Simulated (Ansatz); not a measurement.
# BFH₂O: an energy map over bond length B2–H5 and angle H5–B2–F3

A grid of calculations on BFH₂O, SMILES OBF, to see where the energy is lowest and how it rises around there.

Program: Ansatz 0.2.0. Level of theory: RKS PBE0-D4/def2-TZVP. These are calculated values, not measurements.

**1. Where the work starts**

SMILES `OBF`, 5 atoms, charge 0, spin multiplicity 1.

Atoms are counted from 1 here; the program's logs count them from 0.

Bond lengths: O1–B2 1.353 Å, O1–H4 0.977 Å, B2–F3 1.343 Å, B2–H5 1.212 Å. Angles: B2–O1–H4 112.1°, O1–B2–F3 120.4°, O1–B2–H5 119.5°, F3–B2–H5 120.0°.

As a file:

```csv
atom,x (Å),y (Å),z (Å)
O1,-0.87137,-0.64757,-0.00558
B2,0.37096,-0.13077,0.13883
F3,0.63503,1.12575,-0.25444
H4,-1.49088,-0.00859,-0.40909
H5,1.24763,-0.81042,0.62688
```

This geometry comes from a loose relaxation at PBE in a small basis, which is not shown.

**2. Geometry optimisation**

Input file input.yaml:

```yaml
crystal:
  periodic: [false, false, false]
  atoms:
    - { symbol: O, position_ang: [-0.871366, -0.647573, -0.005584] }
    - { symbol: B, position_ang: [0.370965, -0.130774, 0.138831] }
    - { symbol: F, position_ang: [0.635028, 1.125753, -0.25444] }
    - { symbol: H, position_ang: [-1.490884, -0.00859, -0.409094] }
    - { symbol: H, position_ang: [1.247626, -0.810416, 0.626876] }
basis:
  gaussian: { orbitals: def2-TZVP }
hamiltonian:
  xc: pbe0
  dispersion: d4
output:
  forces: true
relax:
  f_tol: 0.003
  max_steps: 120
```

Launch:

```console
$ ansatz run input.yaml --threads 1 --pin off --max-ram 2560MiB --backend cpu --events-out ev --progress --plain --runs-dir out
```

Log:

```text
Warning: RAYON_NUM_THREADS=1 ignored (pool sized by the plan → 1); use --threads N
The last accepted step is kept in <dir> (removed where the run ends without a failure and the disk answers)
Engine: ansatz 0.2.0, aarch64-unknown-linux-gnu
Functional definition: PBE0
  parameter a = 0.25
  parameter kappa = 0.804
  parameter beta = 0.06672455060314922
  exchange = (1 - a)*pbe_x(kappa = kappa, mu = beta*pi^2/3) + a*exact_x
  correlation = pbe_c(beta = beta)
564 factors; their error is unknown
mean field evaluation 1: about -5468.2418 eV, gradient 5.2e1 eV
mean field evaluation 2: about -5463.1111 eV, gradient 7.5e1 eV
mean field evaluation 4: about -5472.2358 eV, gradient 3.3e0 eV
mean field evaluation 8: about -5472.2645 eV, gradient 1.8e-2 eV
mean field -5472.26445985 eV, -201.1020096654 hartree, gradient 5.7e-5 eV, S^2 0.000000; 0 other end points of the search recorded, 0 dependent functions left out
the calculation of the forces begins
reference -5472.26448465 eV, -201.1020105769 hartree; 12, 12 occupied and 93, 93 virtual orbitals, 564 factors
relax step   1: F+E_penalty+E_count = -5472.29793921 eV  Δ(F+E_penalty+E_count) = +0.000e0 eV  max|allowed force component| = 6.972e-1 eV/Å  Δτ_max = 0.0000 Å  (23 SCF iters, accepted)
these checks for a lower state are left out or cut short: starts, cluster_reference, orbital_swaps, neighbouring_geometries, increment
564 factors; their error is unknown
mean field evaluation 16: about -5472.2628 eV, gradient 2.3e-3 eV
mean field -5472.27799591 eV, -201.1025071064 hartree, gradient 1.3e-5 eV, S^2 0.000000; 0 other end points of the search recorded, 0 dependent functions left out
the calculation of the forces begins
reference -5472.27802065 eV, -201.1025080157 hartree; 12, 12 occupied and 93, 93 virtual orbitals, 564 factors
relax step   2: F+E_penalty+E_count = -5472.31141805 eV  Δ(F+E_penalty+E_count) = -1.348e-2 eV  max|allowed force component| = 2.579e-1 eV/Å  Δτ_max = 0.0144 Å  (30 SCF iters, accepted)
these checks for a lower state are left out or cut short: starts, cluster_reference, orbital_swaps, neighbouring_geometries, increment
564 factors; their error is unknown
mean field -5472.27962736 eV, -201.1025670610 hartree, gradient 1.3e-5 eV, S^2 0.000000; 0 other end points of the search recorded, 0 dependent functions left out
the calculation of the forces begins
reference -5472.27965208 eV, -201.1025679695 hartree; 12, 12 occupied and 93, 93 virtual orbitals, 564 factors
relax step   3: F+E_penalty+E_count = -5472.31303433 eV  Δ(F+E_penalty+E_count) = -1.616e-3 eV  max|allowed force component| = 3.607e-2 eV/Å  Δτ_max = 0.0052 Å  (30 SCF iters, accepted)
these checks for a lower state are left out or cut short: starts, cluster_reference, orbital_swaps, neighbouring_geometries, increment
564 factors; their error is unknown
mean field evaluation 32: about -5472.2798 eV, gradient 4.9e-5 eV
mean field -5472.27978738 eV, -201.1025729416 hartree, gradient 1.3e-5 eV, S^2 0.000000; 0 other end points of the search recorded, 0 dependent functions left out
the calculation of the forces begins
reference -5472.27981211 eV, -201.1025738506 hartree; 12, 12 occupied and 93, 93 virtual orbitals, 564 factors
relax step   4: F+E_penalty+E_count = -5472.31319047 eV  Δ(F+E_penalty+E_count) = -1.561e-4 eV  max|allowed force component| = 2.675e-2 eV/Å  Δτ_max = 0.0057 Å  (30 SCF iters, accepted)
these checks for a lower state are left out or cut short: starts, cluster_reference, orbital_swaps, neighbouring_geometries, increment
564 factors; their error is unknown
mean field -5472.27977028 eV, -201.1025723132 hartree, gradient 1.3e-5 eV, S^2 0.000000; 0 other end points of the search recorded, 0 dependent functions left out
the calculation of the forces begins
reference -5472.27979502 eV, -201.1025732226 hartree; 12, 12 occupied and 93, 93 virtual orbitals, 564 factors
relax step   5: F+E_penalty+E_count = -5472.31317549 eV  Δ(F+E_penalty+E_count) = +1.499e-5 eV  max|allowed force component| = 3.574e-2 eV/Å  Δτ_max = 0.0032 Å  (30 SCF iters, rejected (line search))
these checks for a lower state are left out or cut short: starts, cluster_reference, orbital_swaps, neighbouring_geometries, increment
564 factors; their error is unknown
mean field -5472.27980525 eV, -201.1025735985 hartree, gradient 1.3e-5 eV, S^2 0.000000; 0 other end points of the search recorded, 0 dependent functions left out
the calculation of the forces begins
reference -5472.27982999 eV, -201.1025745076 hartree; 12, 12 occupied and 93, 93 virtual orbitals, 564 factors
relax step   6: F+E_penalty+E_count = -5472.31321029 eV  Δ(F+E_penalty+E_count) = -1.982e-5 eV  max|allowed force component| = 1.196e-2 eV/Å  Δτ_max = 0.0016 Å  (31 SCF iters, accepted)
these checks for a lower state are left out or cut short: starts, cluster_reference, orbital_swaps, neighbouring_geometries, increment
564 factors; their error is unknown
mean field -5472.27981469 eV, -201.1025739454 hartree, gradient 1.3e-5 eV, S^2 0.000000; 0 other end points of the search recorded, 0 dependent functions left out
the calculation of the forces begins
reference -5472.27983943 eV, -201.1025748546 hartree; 12, 12 occupied and 93, 93 virtual orbitals, 564 factors
relax step   7: F+E_penalty+E_count = -5472.31321968 eV  Δ(F+E_penalty+E_count) = -9.390e-6 eV  max|allowed force component| = 3.880e-4 eV/Å  Δτ_max = 0.0009 Å  (31 SCF iters, accepted)
564 factors; their error is unknown
mean field evaluation 64: about -5468.2282 eV, gradient 5.2e1 eV
mean field -5472.27981469 eV, -201.1025739454 hartree, gradient 1.3e-5 eV, S^2 0.000000; 1 other end points of the search recorded, 0 dependent functions left out
the calculation of the forces begins
reference -5472.27983943 eV, -201.1025748546 hartree; 12, 12 occupied and 93, 93 virtual orbitals, 564 factors
Total energy: -5472.31324442 eV, -201.1038024652 hartree
Atom 0 at    -0.866189    -0.637005    -0.008139 Å, force    -0.000388    -0.000019     0.000125 eV/Å
Atom 1 at     0.371058    -0.132318     0.139416 Å, force     0.000354     0.000030     0.000161 eV/Å
Atom 2 at     0.638837     1.113374    -0.248855 Å, force     0.000030     0.000096     0.000011 eV/Å
Atom 3 at    -1.487595    -0.017489    -0.404882 Å, force     0.000077    -0.000123    -0.000139 eV/Å
Atom 4 at     1.235258    -0.798162     0.619048 Å, force    -0.000073     0.000016    -0.000159 eV/Å
Dipole moment:    -0.203182     0.063454    -0.078286 e Å
```

Wall time 14 s (1 thread of Arm Neoverse V2, shared host); peak memory 0.14 GiB.

The steps of the relaxation:

```csv
step,energy from step 1 (eV),largest force component (eV/Å)
1,0.0000,0.6972
2,-0.0135,0.2579
3,-0.0151,0.0361
4,-0.0153,0.0267
5,-0.0152,0.0357
6,-0.0153,0.0120
7,-0.0153,0.0004
```

Close pairs (by a distance rule), those that changed most:

```csv
bond,before (Å),after (Å),change (Å)
B2–H5,1.212,1.192,-0.020
O1–H4,0.977,0.963,-0.014
B2–F3,1.343,1.332,-0.011
O1–B2,1.353,1.344,-0.009
```

**3. The grid**

First coordinate, bond length B2–H5: 15 values from 0.977 to 1.788 Å. Second coordinate, angle H5–B2–F3: 15 values from 84.6 to 154.6 °.

Nothing else is relaxed (all other coordinates rigid). Energies count from the relaxed molecule at the same level. Points are written as (first, second).

Below, 3 of the grid's runs; all are launched alike.

**4. Point (1.209 Å, 114.6°)**

Input file input.yaml:

```yaml
crystal:
  periodic: [false, false, false]
  atoms:
    - { symbol: O, position_ang: [-0.866189, -0.637005, -0.008139] }
    - { symbol: B, position_ang: [0.371058, -0.132318, 0.139416] }
    - { symbol: F, position_ang: [0.638837, 1.113374, -0.248855] }
    - { symbol: H, position_ang: [-1.487595, -0.017489, -0.404882] }
    - { symbol: H, position_ang: [1.312312, -0.725227, 0.612894] }
basis:
  gaussian: { orbitals: def2-TZVP }
hamiltonian:
  xc: pbe0
  dispersion: d4
output:
  forces: true
```

Launch:

```console
$ ansatz run input.yaml --threads 1 --pin off --max-ram 2560MiB --backend cpu --events-out ev --progress --plain --runs-dir out
```

Log:

```text
Warning: RAYON_NUM_THREADS=1 ignored (pool sized by the plan → 1); use --threads N
[... 7 set-up lines as earlier in the session ...]
564 factors; their error is unknown
mean field evaluation 1: about -5468.2207 eV, gradient 5.2e1 eV
mean field evaluation 2: about -5463.4571 eV, gradient 7.4e1 eV
mean field evaluation 4: about -5472.2258 eV, gradient 3.2e0 eV
mean field evaluation 8: about -5472.2536 eV, gradient 1.7e-2 eV
mean field -5472.25356461 eV, -201.1016092729 hartree, gradient 5.5e-5 eV, S^2 0.000000; 0 other end points of the search recorded, 0 dependent functions left out
the calculation of the forces begins
reference -5472.25358924 eV, -201.1016101779 hartree; 12, 12 occupied and 93, 93 virtual orbitals, 564 factors
Total energy: -5472.28705137 eV, -201.1028398886 hartree
Atom 0 at    -0.866189    -0.637005    -0.008139 Å, force     0.165101    -0.125208     0.091096 eV/Å
Atom 1 at     0.371058    -0.132318     0.139416 Å, force     0.520181     0.100311     0.103496 eV/Å
Atom 2 at     0.638837     1.113374    -0.248855 Å, force    -0.162904     0.170337    -0.106946 eV/Å
Atom 3 at    -1.487595    -0.017489    -0.404882 Å, force     0.033205     0.005950     0.006571 eV/Å
Atom 4 at     1.312312    -0.725227     0.612894 Å, force    -0.555582    -0.151390    -0.094216 eV/Å
Dipole moment:    -0.215075     0.056940    -0.079090 e Å
```

Wall time 1.4 s (1 thread of Arm Neoverse V2, shared host); peak memory 0.13 GiB.

That is 0.6 kcal/mol from the zero.

**5. The run at (1.209 Å, 119.6°)**

Edit input.yaml of step 4 so:

```diff
@@ -7,3 +7,3 @@
     - { symbol: H, position_ang: [-1.487595, -0.017489, -0.404882] }
-    - { symbol: H, position_ang: [1.312312, -0.725227, 0.612894] }
+    - { symbol: H, position_ang: [1.247874, -0.807693, 0.62598] }
 basis:
```

Launch:

```console
$ ansatz run input.yaml --threads 1 --pin off --max-ram 2560MiB --backend cpu --events-out ev --progress --plain --runs-dir out
```

Log:

```text
Warning: RAYON_NUM_THREADS=1 ignored (pool sized by the plan → 1); use --threads N
[... 7 set-up lines as earlier in the session ...]
564 factors; their error is unknown
mean field evaluation 1: about -5468.2181 eV, gradient 5.2e1 eV
mean field evaluation 2: about -5463.3085 eV, gradient 7.5e1 eV
mean field evaluation 4: about -5472.2481 eV, gradient 3.2e0 eV
mean field evaluation 8: about -5472.2762 eV, gradient 1.7e-2 eV
mean field -5472.27620318 eV, -201.1024412248 hartree, gradient 5.7e-5 eV, S^2 0.000000; 0 other end points of the search recorded, 0 dependent functions left out
the calculation of the forces begins
reference -5472.27622791 eV, -201.1024421337 hartree; 12, 12 occupied and 93, 93 virtual orbitals, 564 factors
Total energy: -5472.30970150 eV, -201.1036722655 hartree
Atom 0 at    -0.866189    -0.637005    -0.008139 Å, force     0.017800    -0.005543     0.007081 eV/Å
Atom 1 at     0.371058    -0.132318     0.139416 Å, force     0.270469    -0.202556     0.148021 eV/Å
Atom 2 at     0.638837     1.113374    -0.248855 Å, force     0.005552    -0.018695     0.008453 eV/Å
Atom 3 at    -1.487595    -0.017489    -0.404882 Å, force     0.000124     0.001549    -0.000743 eV/Å
Atom 4 at     1.247874    -0.807693     0.625980 Å, force    -0.293945     0.225244    -0.162812 eV/Å
Dipole moment:    -0.206121     0.065516    -0.079842 e Å
```

It took 1.4 s on 1 thread of Arm Neoverse V2, shared host; peak memory 0.13 GiB.

On the map this point reads 0.08 kcal/mol.

**6. Grid point (1.267 Å, 99.6°)**

Edit input.yaml of step 5 so:

```diff
@@ -7,3 +7,3 @@
     - { symbol: H, position_ang: [-1.487595, -0.017489, -0.404882] }
-    - { symbol: H, position_ang: [1.247874, -0.807693, 0.62598] }
+    - { symbol: H, position_ang: [1.513248, -0.468836, 0.572367] }
 basis:
```

Launch:

```console
$ ansatz run input.yaml --threads 1 --pin off --max-ram 2560MiB --backend cpu --events-out ev --progress --plain --runs-dir out
```

Log:

```text
Warning: RAYON_NUM_THREADS=1 ignored (pool sized by the plan → 1); use --threads N
[... 7 set-up lines as earlier in the session ...]
564 factors; their error is unknown
mean field evaluation 1: about -5467.8329 eV, gradient 5.2e1 eV
mean field evaluation 2: about -5463.2657 eV, gradient 7.4e1 eV
mean field evaluation 4: about -5471.8327 eV, gradient 3.1e0 eV
mean field evaluation 8: about -5471.8586 eV, gradient 1.8e-2 eV
mean field -5471.85856312 eV, -201.0870932356 hartree, gradient 5.2e-5 eV, S^2 0.000000; 0 other end points of the search recorded, 0 dependent functions left out
the calculation of the forces begins
reference -5471.85858754 eV, -201.0870941332 hartree; 12, 12 occupied and 93, 93 virtual orbitals, 564 factors
Total energy: -5471.89243311 eV, -201.0883379349 hartree
Atom 0 at    -0.866189    -0.637005    -0.008139 Å, force     0.540823    -0.430537     0.305425 eV/Å
Atom 1 at     0.371058    -0.132318     0.139416 Å, force     1.945538     0.680815     0.273865 eV/Å
Atom 2 at     0.638837     1.113374    -0.248855 Å, force    -0.775741     0.851955    -0.524510 eV/Å
Atom 3 at    -1.487595    -0.017489    -0.404882 Å, force     0.100864     0.039975     0.012290 eV/Å
Atom 4 at     1.513248    -0.468836     0.572367 Å, force    -1.811485    -1.142208    -0.067070 eV/Å
Dipole moment:    -0.249729     0.041513    -0.082746 e Å
```

Run time: 1.4 s. Hardware: 1 thread of Arm Neoverse V2, shared host; peak memory 0.13 GiB.

On the map this point reads 9.7 kcal/mol.

**7. Energy over the grid**

225 points were computed. Energies in kcal/mol, from the relaxed molecule at the same level:

| angle H5–B2–F3 (°) ↓, bond length B2–H5 (Å) → | 0.977 | 1.035 | 1.093 | 1.151 | 1.209 | 1.267 | 1.325 | 1.382 | 1.440 | 1.498 | 1.556 | 1.614 | 1.672 | 1.730 | 1.788 |
| --- | --- | --- | --- | --- | --- | --- | --- | --- | --- | --- | --- | --- | --- | --- | --- |
| 154.6 | 48.8 | 38.2 | 31.7 | 28.1 | 26.9 | 27.4 | 29.2 | 31.9 | 35.3 | 39.2 | 43.5 | 48.0 | 52.7 | 57.4 | 62.1 |
| 149.6 | 40.6 | 30.2 | 23.8 | 20.5 | 19.5 | 20.2 | 22.3 | 25.2 | 28.8 | 33.0 | 37.5 | 42.3 | 47.2 | 52.1 | 57.1 |
| 144.6 | 33.8 | 23.6 | 17.4 | 14.2 | 13.4 | 14.3 | 16.5 | 19.6 | 23.5 | 27.8 | 32.6 | 37.5 | 42.6 | 47.8 | 52.9 |
| 139.6 | 28.4 | 18.3 | 12.2 | 9.2 | 8.5 | 9.6 | 11.9 | 15.2 | 19.2 | 23.7 | 28.6 | 33.7 | 39.0 | 44.3 | 49.6 |
| 134.6 | 24.3 | 14.2 | 8.2 | 5.3 | 4.8 | 6.0 | 8.5 | 11.8 | 16.0 | 20.6 | 25.6 | 30.9 | 36.2 | 41.6 | 47.1 |
| 129.6 | 21.3 | 11.4 | 5.5 | 2.6 | 2.2 | 3.4 | 6.0 | 9.5 | 13.7 | 18.4 | 23.5 | 28.8 | 34.3 | 39.8 | 45.3 |
| 124.6 | 19.6 | 9.7 | 3.8 | 1.0 | 0.6 | 1.9 | 4.5 | 8.0 | 12.3 | 17.1 | 22.2 | 27.6 | 33.1 | 38.7 | 44.2 |
| 119.6 | 19.0 | 9.1 | 3.3 | 0.5 | 0.1 | 1.4 | 4.0 | 7.6 | 11.9 | 16.7 | 21.8 | 27.2 | 32.7 | 38.3 | 43.8 |
| 114.6 | 19.6 | 9.6 | 3.8 | 1.0 | 0.6 | 1.9 | 4.5 | 8.1 | 12.3 | 17.1 | 22.3 | 27.6 | 33.1 | 38.7 | 44.2 |
| 109.6 | 21.3 | 11.3 | 5.4 | 2.6 | 2.2 | 3.5 | 6.0 | 9.5 | 13.7 | 18.4 | 23.5 | 28.9 | 34.3 | 39.8 | 45.3 |
| 104.6 | 24.2 | 14.2 | 8.2 | 5.4 | 4.8 | 6.0 | 8.5 | 11.9 | 16.1 | 20.7 | 25.7 | 31.0 | 36.3 | 41.7 | 47.1 |
| 99.6 | 28.4 | 18.3 | 12.2 | 9.3 | 8.6 | 9.7 | 12.1 | 15.4 | 19.4 | 23.9 | 28.8 | 33.9 | 39.2 | 44.5 | 49.8 |
| 94.6 | 33.8 | 23.6 | 17.4 | 14.3 | 13.6 | 14.5 | 16.8 | 19.9 | 23.8 | 28.2 | 32.9 | 37.8 | 42.9 | 48.1 | 53.2 |
| 89.6 | 40.7 | 30.3 | 24.0 | 20.7 | 19.8 | 20.6 | 22.6 | 25.6 | 29.3 | 33.5 | 38.0 | 42.7 | 47.6 | 52.6 | 57.5 |
| 84.6 | 49.0 | 38.4 | 31.9 | 28.5 | 27.4 | 27.9 | 29.8 | 32.5 | 36.0 | 39.9 | 44.2 | 48.7 | 53.4 | 58.0 | 62.7 |

The dipole moment (D) at each point:

| angle H5–B2–F3 (°) ↓, bond length B2–H5 (Å) → | 0.977 | 1.035 | 1.093 | 1.151 | 1.209 | 1.267 | 1.325 | 1.382 | 1.440 | 1.498 | 1.556 | 1.614 | 1.672 | 1.730 | 1.788 |
| --- | --- | --- | --- | --- | --- | --- | --- | --- | --- | --- | --- | --- | --- | --- | --- |
| 154.6 | 0.85 | 0.89 | 0.93 | 0.98 | 1.03 | 1.08 | 1.14 | 1.20 | 1.26 | 1.32 | 1.39 | 1.46 | 1.54 | 1.61 | 1.68 |
| 149.6 | 0.83 | 0.87 | 0.92 | 0.97 | 1.02 | 1.08 | 1.14 | 1.20 | 1.27 | 1.34 | 1.41 | 1.48 | 1.56 | 1.63 | 1.71 |
| 144.6 | 0.82 | 0.87 | 0.91 | 0.97 | 1.02 | 1.08 | 1.15 | 1.21 | 1.28 | 1.35 | 1.43 | 1.50 | 1.58 | 1.66 | 1.74 |
| 139.6 | 0.82 | 0.87 | 0.92 | 0.97 | 1.03 | 1.09 | 1.16 | 1.22 | 1.29 | 1.37 | 1.44 | 1.52 | 1.60 | 1.69 | 1.77 |
| 134.6 | 0.83 | 0.88 | 0.93 | 0.98 | 1.04 | 1.11 | 1.17 | 1.24 | 1.31 | 1.39 | 1.47 | 1.55 | 1.63 | 1.71 | 1.79 |
| 129.6 | 0.85 | 0.90 | 0.95 | 1.00 | 1.06 | 1.12 | 1.19 | 1.26 | 1.33 | 1.41 | 1.49 | 1.57 | 1.65 | 1.74 | 1.82 |
| 124.6 | 0.87 | 0.92 | 0.97 | 1.02 | 1.08 | 1.15 | 1.21 | 1.28 | 1.36 | 1.43 | 1.51 | 1.59 | 1.68 | 1.76 | 1.85 |
| 119.6 | 0.90 | 0.94 | 0.99 | 1.05 | 1.11 | 1.17 | 1.24 | 1.31 | 1.38 | 1.46 | 1.54 | 1.62 | 1.70 | 1.79 | 1.87 |
| 114.6 | 0.93 | 0.97 | 1.02 | 1.08 | 1.13 | 1.20 | 1.26 | 1.33 | 1.40 | 1.48 | 1.56 | 1.64 | 1.72 | 1.81 | 1.90 |
| 109.6 | 0.96 | 1.01 | 1.05 | 1.11 | 1.16 | 1.22 | 1.29 | 1.36 | 1.43 | 1.51 | 1.58 | 1.66 | 1.75 | 1.83 | 1.92 |
| 104.6 | 1.00 | 1.04 | 1.08 | 1.14 | 1.19 | 1.25 | 1.32 | 1.38 | 1.45 | 1.53 | 1.61 | 1.69 | 1.77 | 1.85 | 1.94 |
| 99.6 | 1.03 | 1.07 | 1.12 | 1.17 | 1.22 | 1.28 | 1.34 | 1.41 | 1.48 | 1.55 | 1.63 | 1.71 | 1.79 | 1.87 | 1.96 |
| 94.6 | 1.07 | 1.11 | 1.15 | 1.20 | 1.25 | 1.31 | 1.37 | 1.43 | 1.50 | 1.57 | 1.65 | 1.73 | 1.80 | 1.89 | 1.97 |
| 89.6 | 1.11 | 1.14 | 1.18 | 1.23 | 1.28 | 1.33 | 1.39 | 1.45 | 1.52 | 1.59 | 1.66 | 1.74 | 1.82 | 1.90 | 1.98 |
| 84.6 | 1.14 | 1.18 | 1.22 | 1.26 | 1.31 | 1.36 | 1.42 | 1.47 | 1.54 | 1.61 | 1.68 | 1.75 | 1.83 | 1.90 | 1.98 |

The largest force on an atom (eV/Å) at each point:

| angle H5–B2–F3 (°) ↓, bond length B2–H5 (Å) → | 0.977 | 1.035 | 1.093 | 1.151 | 1.209 | 1.267 | 1.325 | 1.382 | 1.440 | 1.498 | 1.556 | 1.614 | 1.672 | 1.730 | 1.788 |
| --- | --- | --- | --- | --- | --- | --- | --- | --- | --- | --- | --- | --- | --- | --- | --- |
| 154.6 | 10.7 | 7.6 | 5.3 | 4.0 | 3.3 | 3.2 | 3.3 | 3.5 | 3.8 | 3.9 | 4.0 | 4.0 | 3.9 | 3.9 | 3.8 |
| 149.6 | 10.3 | 7.1 | 4.8 | 3.4 | 2.8 | 2.8 | 3.0 | 3.4 | 3.6 | 3.8 | 3.9 | 4.0 | 4.0 | 4.0 | 3.9 |
| 144.6 | 10.0 | 6.7 | 4.3 | 2.8 | 2.3 | 2.4 | 2.8 | 3.2 | 3.5 | 3.7 | 3.9 | 4.0 | 4.0 | 4.0 | 4.0 |
| 139.6 | 9.7 | 6.3 | 3.9 | 2.3 | 1.8 | 2.1 | 2.6 | 3.1 | 3.5 | 3.7 | 3.9 | 4.0 | 4.1 | 4.1 | 4.0 |
| 134.6 | 9.5 | 6.1 | 3.6 | 1.9 | 1.3 | 1.9 | 2.5 | 3.0 | 3.4 | 3.7 | 3.9 | 4.0 | 4.1 | 4.1 | 4.1 |
| 129.6 | 9.4 | 5.9 | 3.3 | 1.5 | 0.9 | 1.7 | 2.4 | 3.0 | 3.4 | 3.7 | 3.9 | 4.1 | 4.1 | 4.1 | 4.1 |
| 124.6 | 9.3 | 5.8 | 3.2 | 1.2 | 0.6 | 1.6 | 2.4 | 3.0 | 3.4 | 3.7 | 4.0 | 4.1 | 4.1 | 4.2 | 4.1 |
| 119.6 | 9.2 | 5.7 | 3.1 | 1.1 | 0.4 | 1.5 | 2.4 | 3.0 | 3.4 | 3.7 | 4.0 | 4.1 | 4.2 | 4.2 | 4.1 |
| 114.6 | 9.3 | 5.8 | 3.2 | 1.2 | 0.6 | 1.6 | 2.4 | 3.0 | 3.4 | 3.7 | 4.0 | 4.1 | 4.1 | 4.2 | 4.1 |
| 109.6 | 9.4 | 5.9 | 3.3 | 1.5 | 0.9 | 1.7 | 2.4 | 3.0 | 3.4 | 3.7 | 3.9 | 4.1 | 4.1 | 4.1 | 4.1 |
| 104.6 | 9.5 | 6.1 | 3.5 | 1.9 | 1.4 | 1.9 | 2.5 | 3.1 | 3.4 | 3.7 | 3.9 | 4.0 | 4.1 | 4.1 | 4.1 |
| 99.6 | 9.7 | 6.3 | 3.9 | 2.3 | 1.8 | 2.1 | 2.7 | 3.1 | 3.5 | 3.7 | 3.9 | 4.0 | 4.1 | 4.1 | 4.0 |
| 94.6 | 10.0 | 6.6 | 4.3 | 2.8 | 2.3 | 2.5 | 2.9 | 3.3 | 3.5 | 3.8 | 3.9 | 4.0 | 4.0 | 4.0 | 4.0 |
| 89.6 | 10.3 | 7.1 | 4.8 | 3.4 | 2.8 | 2.9 | 3.1 | 3.4 | 3.7 | 3.9 | 3.9 | 4.0 | 4.0 | 4.0 | 3.9 |
| 84.6 | 10.7 | 7.5 | 5.3 | 4.0 | 3.4 | 3.3 | 3.4 | 3.6 | 3.8 | 3.9 | 4.0 | 4.0 | 4.0 | 3.9 | 3.8 |

**8. Results**

```
                       quantity                                                                            value
                   lowest point                                                 (1.209 Å, 119.6°), 0.08 kcal/mol
         highest computed point                                 (1.788 Å, 84.6°), 62.7 kcal/mol above the lowest
              dipole moment (D)  0.82 at (0.977 Å, 144.6°) to 1.98 at (1.788 Å, 84.6°); 1.11 at the lowest point
largest force on an atom (eV/Å)   0.4 at (1.209 Å, 119.6°) to 10.7 at (0.977 Å, 154.6°); 0.4 at the lowest point
        time for the whole task                                                   6 min on 1 thread, shared host
```

The lowest computed point is at (1.209 Å, 119.6°), 0.08 kcal/mol from the relaxed molecule at the same level. The grid is coarse, so the lowest point of the scanned range may lie between grid points; coordinates that were held can hide deeper minima. The grid shows no well of another kind. The highest computed point, (1.788 Å, 84.6°), lies 62.7 kcal/mol above the lowest. Round the minimum the two coordinates are nearly uncoupled.
